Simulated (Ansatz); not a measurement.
Geometry optimisation, Ansatz, RKS PBE0-D4/def2-SVPD.

Input:

```yaml
crystal:
  periodic: [false, false, false]
  atoms:
    - { symbol: O, position_ang: [0.77344, -0.61189, 0.69489] }
    - { symbol: Si, position_ang: [-0.05389, 0.36965, -0.23484] }
    - { symbol: S, position_ang: [-0.91566, -1.4001, 0.38854] }
    - { symbol: H, position_ang: [0.19611, 1.64235, -0.8486] }
total_charge: 1
basis:
  gaussian: { orbitals: def2-SVPD }
hamiltonian:
  xc: pbe0
  dispersion: d4
relax:
  f_tol: 0.02
  max_steps: 50
```

Command:

```bash
$ ansatz run input.yaml --threads 2 --pin off --max-ram 3072MiB --backend cpu --events-out ev --progress --plain --runs-dir out
```

Problem. Where does it end, and by what steps?

Solution. It converged. After 4 steps the energy has fallen by 0.092 eV; O1 moved furthest, 0.07 Å.

| step | energy less start (eV) | largest force component (eV/Å) | accepted |
| --- | --- | --- | --- |
| 0 | 0.0000 | 1.330 | yes |
| 1 | -0.0756 | 0.629 | yes |
| 2 | -0.0911 | 0.079 | yes |
| 3 | -0.0916 | 0.050 | yes |
| 4 | -0.0919 | 0.004 | yes |

```xyz
4
Properties=species:S:1:pos:R:3
O 0.811 -0.652 0.734
Si -0.041 0.350 -0.218
S -0.926 -1.356 0.359
H 0.156 1.658 -0.875
```

Whether the end is a true minimum wasn't checked by a vibrational analysis.

Run time: 16 s on 2 threads of Intel(R) Xeon(R) Processor @ 2.50GHz (Skylake/Cascade Lake) (shared host), peak memory 0.16 GiB.
